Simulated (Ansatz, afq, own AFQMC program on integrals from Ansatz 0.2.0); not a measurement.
# In, doublet: AFQMC among the cluster methods

A free In atom.

Basis def2-SVP with its core potentials. Only valence electrons are correlated. AFQMC by an in-house program on the Cholesky factors that Ansatz 0.2.0 writes for its CCSD(T) run. The CISD trial takes its coefficients from CCSD amplitudes. Released means that phaseless walkers are propagated on without the constraint, phases kept. Free projection: walkers drawn from exp(T), propagated without any constraint. Its projection time is finite, and what remains of the start isn't in its error. Uncertainties: one standard error, sampling alone. No spin–orbit coupling.

Determinant: UHF, the one that the program's search chose, which needn't be the lowest solution.

Full CI on the same integrals is exact in this basis and with this determinant's frozen core.

Cautions: no spin-orbit coupling; inner d shell frozen.

- T1 diagnostic: 0.0096
- weight of the determinant in the CISD state: 0.949
- ⟨S²⟩ of the determinant: 0.759
- size of the correlated space: 3 electrons in 17 orbitals

Reference: full CI, correlation energy -1.047 eV. The released energy is read at 1.50 1/Eh (meV from the phaseless value at times in 1/Eh: -0.3 ± 0.3 at 0.24, -0.4 ± 0.3 at 0.50, -0.61 ± 0.23 at 1.00, -0.96 ± 0.17 at 1.50).

| level | E − E(reference) (kJ/mol) | share of correlation (%) |
| --- | --- | --- |
| HF | 101.0 | 0.00 |
| MP2 | 34.2 | 66.10 |
| CCSD | 1.6 | 98.46 |
| CCSD(T) | 0.5 | 99.52 |
| ph-AFQMC/CISD | 0.1 ± 0.03 | 99.89 |
| released AFQMC | 0.0 ± 0.02 | 99.98 |
| free AFQMC | 0.0 ± 0.01 | 99.99 |

Free projections are given only where their last times agree within the noise and don't stop above the reference; a slow remainder of the start can still hide under it. A walk keeps the symmetry of its determinant, which the program's search chose and which needn't be the lowest solution, so a lower state of the same spin and another symmetry isn't excluded. Released energies are given only where the last usable release times agree within the noise; a slower fall can still hide under it.
